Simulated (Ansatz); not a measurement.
## Atomization energy of PF3, singlet, from cheap to dear

Geometry (MP2(full)/6-31G*, from the G2/97 set):

| atom | x (Å) | y (Å) | z (Å) |
| --- | --- | --- | --- |
| P | 0.0000 | 0.0000 | 0.5107 |
| F | 0.0000 | 1.3839 | -0.2776 |
| F | 1.1985 | -0.6919 | -0.2776 |
| F | -1.1985 | -0.6919 | -0.2776 |

Measured, as an electronic atomization energy: 1522.7 kJ/mol (G2/97 heats of formation of molecule and atoms, with zero-point and thermal terms from B3LYP taken off; Curtiss et al., J. Chem. Phys. 106, 1063 (1997), Staroverov et al., J. Chem. Phys. 119, 12129 (2003)). The measured value holds scalar relativity and spin–orbit coupling, which all computed ones lack, and core correlation, which the wave-function levels lack. Atoms are taken at the same level; beside RHF, RMP2 and RCC rows they are unrestricted. Ansatz 0.2.0; the 6-31G* set has Cartesian d functions; a miss is computed less measured; times are wall times on shared hosts and scatter by a factor of two or so.

```json
{"level": "RHF", "basis": "cc-pV(D+d)Z", "miss (kJ/mol)": "-685.2", "time of the run": "0.61 s", "hardware": "1 CPU thread"}
{"level": "RMP2", "basis": "cc-pV(D+d)Z", "miss (kJ/mol)": "-194.4", "time of the run": "–", "hardware": "–"}
{"level": "RCCSD(T)", "basis": "cc-pV(D+d)Z", "miss (kJ/mol)": "-273.6", "time of the run": "1.5 s", "hardware": "1 CPU thread"}
{"level": "RCCSDT(Q)", "basis": "cc-pV(D+d)Z", "miss (kJ/mol)": "-269.9", "time of the run": "10 s", "hardware": "H100 + 2 CPU threads"}
{"level": "RHF", "basis": "cc-pV(T+d)Z", "miss (kJ/mol)": "-557.9", "time of the run": "1.6 s", "hardware": "1 CPU thread"}
{"level": "RMP2", "basis": "cc-pV(T+d)Z", "miss (kJ/mol)": "5.0", "time of the run": "–", "hardware": "–"}
{"level": "RCCSD(T)", "basis": "cc-pV(T+d)Z", "miss (kJ/mol)": "-82.6", "time of the run": "2.7 s", "hardware": "H100 + 2 CPU threads"}
{"level": "RCCSDT(Q)", "basis": "cc-pV(T+d)Z", "miss (kJ/mol)": "-82.7", "time of the run": "3.7 min", "hardware": "H100 + 2 CPU threads"}
{"level": "RHF", "basis": "cc-pV(Q+d)Z", "miss (kJ/mol)": "-541.8", "time of the run": "–", "hardware": "–"}
{"level": "RMP2", "basis": "cc-pV(Q+d)Z", "miss (kJ/mol)": "56.2", "time of the run": "–", "hardware": "–"}
{"level": "RCCSD(T)", "basis": "cc-pV(Q+d)Z", "miss (kJ/mol)": "-29.6", "time of the run": "4.5 s", "hardware": "H100 + 2 CPU threads"}
```

HF's time is that of a plain UHF run. A dash: the level came out of a higher level's run.

A composite of the best parts (restricted reference, at this geometry, which isn't the minimum of the high levels):

```json
{"part": "Hartree–Fock limit (T, Q; exp(−5.46 √X))", "kJ/mol": "985.79"}
{"part": "CCSD(T) correlation limit (T, Q; X⁻³)", "kJ/mol": "539.12"}
{"part": "CCSDT − CCSD(T) (TZ)", "kJ/mol": "-2.67"}
{"part": "(Q) (TZ)", "kJ/mol": "2.55"}
{"part": "sum", "kJ/mol": "1524.8"}
{"part": "sum less measured", "kJ/mol": "2.1"}
```
